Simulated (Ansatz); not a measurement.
Ideal-gas functions of HLi (`[LiH]`) at 600 K and 1 bar, from an Ansatz frequency run at PBE0-D4/def2-TZVP.

Molar mass 7.95 g/mol, point group C∞v (symmetry number 1), electronic degeneracy 1, moments of inertia 2.247 u Å². Harmonic wavenumbers (cm⁻¹, unscaled): 1411.

Use S(trans) = R[1.5 ln M + 2.5 ln T − 1.1517]; rotational temperatures θ = 24.2544 K / I; S(rot) = R[ln(T/σθ) + 1]; for each mode x = 1.438777 ν̃/T, S = R[x/(eˣ − 1) − ln(1 − e⁻ˣ)] and H = RT x/(eˣ − 1); 1 cm⁻¹ = 0.0119627 kJ/mol; R = 8.31446 J/(mol·K).

By hand: the entropy, in J/(mol·K).

Translation 149.2. Rotation: θ = 10.7941 K, giving 41.7. Vibration, mode by mode: 1.27, in all 1.3. Electronic 0.0. Sum 192.2 J/(mol·K).

By hand: H − E and G − E in kJ/mol, counted from the electronic energy.

Zero-point energy ½ × 1411 × 0.0119627 = 8.4; thermal vibration 0.6; translation, rotation and pV give 3.5 RT = 17.5. H − E = 26.5 kJ/mol, and G − E = 26.5 − 600 × 192.2/1000 = -88.8 kJ/mol.

Vibration gives 1 % of the entropy; all modes have x over 3 and are hardly excited.
